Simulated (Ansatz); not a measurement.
C4H5Cl can be A, `ClC1C=CC1`, or B, `CC=C=CCl`.

Program: Ansatz. Geometries: PBE0-D4/def2-TZVP. ΔE: electronic, gas phase. CCSD(T)/CBS adds triple-zeta CCSD(T) − MP2 to the extrapolated MP2 energy (def2 sets, frozen cores). DFT in def2-TZVPP. B3LYP here is the variant with VWN-RPA as its local correlation; programs differ in this.

A:

Z-matrix (Å, degrees):
```
C
C 1 1.498
Cl 1 1.786 2 116.7
C 1 1.553 2 86.8 3 -117.7
H 1 1.090 2 116.0 3 126.2
C 2 1.334 1 93.4 3 121.0
H 2 1.082 1 131.6 3 -61.0
H 4 1.091 1 112.9 2 112.3
H 4 1.093 1 115.6 2 -120.8
H 6 1.084 2 133.3 1 175.1
```

B:

```xyz
10

C     0.8518   -0.6753    1.2202
C    -0.1676    0.2877    0.7014
C    -0.4488    0.4704   -0.5559
C    -0.7168    0.6580   -1.8111
Cl   -1.9311   -0.2430   -2.6618
H     1.6181   -0.1481    1.7959
H     1.3355   -1.2177    0.4087
H     0.3838   -1.3979    1.8950
H    -0.7139    0.8773    1.4370
H    -0.2110    1.3884   -2.4294
```

Problem. Which isomer does CCSD(T)/CBS put lower? Give the gap. (Estimate.)

Solution. The calculation gave: A, by 5.8 kcal/mol.

Problem. Give E(B) − E(A) in kcal/mol with CCSD(T)/def2-TZVPP, B2PLYP, B3LYP-D4, r2SCAN-D4, MP2/def2-TZVPP, ωB97M-V, HF/def2-TZVPP. (Best estimate.)

Solution. Ansatz gave: CCSD(T)/def2-TZVPP 5.1, B2PLYP 1.9, B3LYP-D4 0.1, r2SCAN-D4 2.1, MP2/def2-TZVPP 7.3, ωB97M-V 5.3, HF/def2-TZVPP 2.9. None reverses the order clearly.

Largest T1 diagnostic: 0.011.

From PBE to PBE0 (25 % exact exchange), in def2-TZVPP and without D4, E(B) − E(A) moves by +3.3 kcal/mol. The D4 term adds +1.3 kcal/mol with B3LYP and +0.6 kcal/mol with PBE0; it sums over pairs of atoms, weighted by their polarisabilities, and B3LYP, whose exchange is more repulsive, gets the larger term.
